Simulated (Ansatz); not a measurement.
hcp Be was calculated with HSE06-D3(BJ) (Ansatz, a program for electronic structure, PAW).

Settings: plane-wave cutoff 460 eV, 15×15×8 k mesh (along the axes of the cell as run), Fermi–Dirac smearing 0.05 eV, scalar-relativistic PAW data made under PBE.

Computed at the level's own relaxed cell.

Question: Give the computed equilibrium lattice constant a and c axis length.

Answer: 
equilibrium lattice constant a: 2.209 Å
c axis length: 3.500 Å

Measured, for comparison: lattice constant a 2.286 Å (293 K, not corrected to a static lattice, our sources range from 2.286 to 2.290; as tabulated in Wikipedia's data pages); lattice parameter c 3.584 Å (293 K, not corrected to a static lattice; as tabulated in Wikipedia's data pages). Computed (rounded) less measured: lattice constant a -3.4 % (-3.4 % to -3.5 % over the range), lattice parameter c -2.3 %.

The computed numbers hold no vibrational or temperature effects.

Computing time: around 16 core-minutes (rough).
